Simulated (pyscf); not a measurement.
## Four-centre exchange: HO–PH–OH + water (H₂O) -> water (H₂O) + HO–PH–OH

Gas phase, singlet surface, charge 0. Bonds broken: O1–P2, O7–H8. Bonds formed: O1–H8, P2–O7. Single points on ωB97X-D3(BJ)/def2-SVP structures (PySCF, gas phase). Correlated levels are frozen-core, on RHF or UHF. ΔMP2 is the change of the MP2 total energy from the triple- to the quadruple-zeta basis.

Transition state (Å):

```xyz
9

O     -0.2367     0.7781     1.5974
P     -0.0523    -0.6526     0.1777
O      1.4756    -0.0642     0.0693
H     -0.5999     0.3224     2.3688
H     -0.0579    -0.8221    -1.2611
H      1.6483     0.3644     0.9236
O     -1.4889     0.7420    -0.3543
H     -1.2507     1.1176     0.5840
H     -2.3734     0.3500    -0.3190
```

One imaginary mode, 387i cm⁻¹; descent along it reached the two sides named, in the forms told below.

```tsv
bond	change	reactant side (Å)	saddle	product side
O1–P2	breaks	1.677	2.024	3.2
O7–H8	breaks	0.970	1.038	2.152
O1–H8	forms	1.967	1.473	0.971
P2–O7	forms	3.5	2.072	1.693
```

Electronic energies relative to the separated reactants (kJ/mol):

| level | barrier | reaction energy | reverse barrier |
|---|---|---|---|
| ωB97X-D3(BJ)/def2-TZVP | 170.0 | 0.0 | 170.0 |
| PBE/def2-TZVP | 135.2 | 0.0 | 135.2 |
| r²SCAN/def2-TZVP | 149.2 | 0.0 | 149.2 |
| B3LYP-D3(BJ)/def2-TZVP | 158.9 | 0.0 | 158.9 |
| PBE0-D3(BJ)/def2-TZVP | 156.2 | 0.0 | 156.2 |
| M06-2X/def2-TZVP | 169.2 | 0.0 | 169.2 |
| ωB97M-D3(BJ)/def2-TZVP | 164.6 | 0.0 | 164.6 |
| HF/def2-TZVP | 256.9 | 0.0 | 256.9 |
| MP2/def2-QZVPP | 173.7 | 0.0 | 173.7 |
| CCSD/def2-TZVPP | 194.8 | 0.0 | 194.8 |
| CCSD(T)/def2-TZVPP | 179.4 | 0.0 | 179.4 |
| CCSD(T)/def2-TZVPP + ΔMP2(QZVPP) | 180.2 | 0.0 | 180.2 |

With CCSD(T)/def2-TZVPP + ΔMP2(QZVPP) energies and thermal terms (ideal gas, 1 atm, RRHO with modes under 100 cm⁻¹ raised to 100, one conformer, R ln 2 for chiral ones without a mode under 150 cm⁻¹), in kJ/mol:

| T (K) | ΔH‡ | ΔG‡ | ΔH | ΔG |
|---|---|---|---|---|
| 298 | 179.7 | 226.5 | 0.0 | 0.0 |
| 600 | 179.2 | 274.4 | 0.0 | 0.0 |
| 900 | 181.0 | 321.7 | 0.0 | 0.0 |
| 1200 | 183.6 | 368.2 | 0.0 | 0.0 |

On the reactant side the descent ends in a complex, 17.0 kJ/mol under the separated species and 187.1 kJ/mol under the saddle at ωB97X-D3(BJ)/def2-TZVP. On the product side the descent ends in a complex, 23.8 kJ/mol under the separated species and 193.8 kJ/mol under the saddle at ωB97X-D3(BJ)/def2-TZVP. One saddle was located; it need not be the lowest between these sides. The CCSD(T) − MP2 part came from Ansatz, without density fitting, on the same reference.
